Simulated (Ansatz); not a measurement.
**AlSi, quartet in cc-pVDZ: errors against full CI**

Geometry: a point of a stretch scan, not a stationary point.

```yaml
atoms:
  - { symbol: Si, position_ang: [0.0000, 0.0000, 0.0000] }
  - { symbol: Al, position_ang: [0.0000, 0.0000, 4.3590] }
```

Basis cc-pVDZ; Ansatz 0.2.0. Correlated methods freeze the noble-gas cores, which leaves 7 electrons in 26 orbitals. Prefix R: restricted or restricted open-shell reference; prefix U: unrestricted. Active spaces: pair = (5e, 5o) about the gap; valence = (7e, 8o) chosen from the atoms' valence shells.

Full CI is exact within this basis and frozen core; it isn't the basis-set limit. The frozen core follows each run's orbitals, which can shift R against U totals by a few meV.

For open shells CISD is restricted-active-space CI with the open shells as a complete middle space.

* UHF ⟨S²⟩: 3.775
* T1 diagnostic (RCCSD): 0.0268
* largest doubles amplitude (RCCSD): 0.104
* T1 diagnostic (UCCSD): 0.0223

| level | E − E(full CI) (kJ/mol) | share of correlation (%) | wall time |
| --- | --- | --- | --- |
| RHF | 328.1 | 0.00 | – |
| UHF | 311.6 | 5.04 | – |
| RMP2 | 106.7 | 67.49 | – |
| UMP2 | 107.0 | 67.38 | – |
| CISD | 33.8 | 89.70 | 2.2 s |
| RCCSD | 15.5 | 95.28 | – |
| UCCSD | 14.9 | 95.45 | – |
| RCCSD(T) | 8.9 | 97.27 | 6 s |
| UCCSD(T) | 9.1 | 97.24 | 8 s |
| BCCD(T) | 9.1 | 97.23 | 6 s |
| RCCSDT | 2.6 | 99.22 | – |
| UCCSDT | 2.9 | 99.11 | – |
| RCCSDT(Q) | 0.6 | 99.82 | 13 s |
| UCCSDT(Q) | 1.1 | 99.68 | 16 s |

The correlation energy at full CI, counted from RHF, is -3.401 eV. That run took 3.4 min on 1 thread of Arm Neoverse V1, shared host over 5,352,180 determinants.

Run but not shown, since their state, orbitals or frozen core can't be matched to the reference's or they repeat it: CASSCF (pair space), MRCISD (pair space), MRCISD+Q (pair space), CASSCF (valence space), NEVPT2 (valence space), MRCISD (valence space), MRCISD+Q (valence space), MRCISD+Q(relaxed) (valence space).

Times hold each run's SCF and search for its determinant on a shared host, so for small cases they say little of a method's own cost; they ran on 1 thread of Arm Neoverse V1.

The full-CI state has the irrep A2 of C2v, in the program's axes (one component, if the state is degenerate).

Natural occupations of full CI about the gap: 1.916 1.886 0.893 0.893 0.824 0.202 0.134 0.134 0.011 0.011; effectively unpaired electrons, Σ n²(2−n)², 3.23.
